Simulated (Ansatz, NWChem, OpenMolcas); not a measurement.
## Abstraction of Cl: CH3Cl + MgH → CH3 + MgHCl

Species: CH3Cl (chloromethane) `CCl`, singlet; MgH, doublet; CH3 (methyl radical) `[CH3]`, doublet; MgHCl `[MgH][Cl]`, singlet. A radical takes Cl: the energy is the difference in strength between the C–Cl bond broken and the Mg–Cl bond made.

Shapes, held fixed at every level: PBE0-D4/def2-TZVP. Programs: Ansatz 0.2.0, NWChem 7.3.0, OpenMolcas 26.06. A level may come from different programs for different species; with the same settings they agree closely. The zero-point and thermal change to 298 K, harmonic and unscaled (PBE0-D4/def2-TZVP), is -10.4 kJ/mol.

```json
{"level": "HF/def2-TZVPP", "kind": "Hartree–Fock", "ΔH(298 K) (kJ/mol)": "-158.8", "less CCSD(T)/def2-TZVPP": "-33.3"}
{"level": "SPW92/def2-TZVPP", "kind": "LDA", "ΔH(298 K) (kJ/mol)": "-74.8", "less CCSD(T)/def2-TZVPP": "+50.7"}
{"level": "PBE-D4/def2-TZVPP", "kind": "GGA", "ΔH(298 K) (kJ/mol)": "-101.3", "less CCSD(T)/def2-TZVPP": "+24.2"}
{"level": "PBE0/def2-SVP", "kind": "global hybrid", "ΔH(298 K) (kJ/mol)": "-124.8", "less CCSD(T)/def2-TZVPP": "+0.7"}
{"level": "PBE0-D4/def2-TZVPP", "kind": "global hybrid", "ΔH(298 K) (kJ/mol)": "-112.2", "less CCSD(T)/def2-TZVPP": "+13.3"}
{"level": "r2SCAN0-D4/def2-TZVPP", "kind": "global hybrid", "ΔH(298 K) (kJ/mol)": "-137.4", "less CCSD(T)/def2-TZVPP": "-11.9"}
{"level": "CCSD/def2-SVP", "kind": "coupled cluster or CI", "ΔH(298 K) (kJ/mol)": "-140.3", "less CCSD(T)/def2-TZVPP": "-14.8"}
{"level": "CCSD(T)/def2-TZVPP", "kind": "coupled cluster or CI", "ΔH(298 K) (kJ/mol)": "-125.5", "less CCSD(T)/def2-TZVPP": "0.0"}
```

The highest level, CCSD(T)/def2-TZVPP, gives ΔH(298 K) = -125.5 kJ/mol; the levels span -158.8 to -74.8. The column of differences is taken from that level and isn't an error. No measured value is set beside it here. Open shells run unrestricted. Outer-core shells of Mg are correlated, in sets that cover them unevenly.
